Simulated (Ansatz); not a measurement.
Members of the series CXY, Y = methyl; each row names its spin state. Gas-phase values, no solvent. One relaxed conformer stands for each flexible species; it need not be the lowest. Strings in code marks are SMILES.

Quantity: adiabatic spin-state energy, in eV. The DFT solution of `C[C]Cl` is unstable or spin-contaminated; the geometry comes from it. HF references are unrestricted for open shells and restricted for singlets. The restricted reference of `C[C]F`, `C[C]Cl`, `C[C]O`, `B[C]C` and `C[C]S` is unstable towards unrestricted orbitals.

A: `C[C]O`: multiplicity 3 minus multiplicity 1
B: `C[C]F`: multiplicity 3 minus multiplicity 1
C: `C[C]S`: multiplicity 3 minus multiplicity 1
D: `C[C]N`: multiplicity 3 minus multiplicity 1
E: `C[C]Cl`: multiplicity 3 minus multiplicity 1
F: `B[C]C`: multiplicity 3 minus multiplicity 1

Task: Put the candidates in order of adiabatic spin-state energy, lowest first, for frozen-core CCSD(T)/6-31g // B3LYP-D3(BJ)/def2-TZVP (Ansatz, a first-principles code).

Result: E (-0.056 eV), C (0.202 eV), B (0.381 eV), F (0.417 eV), A (0.87 eV), D (1.29 eV)
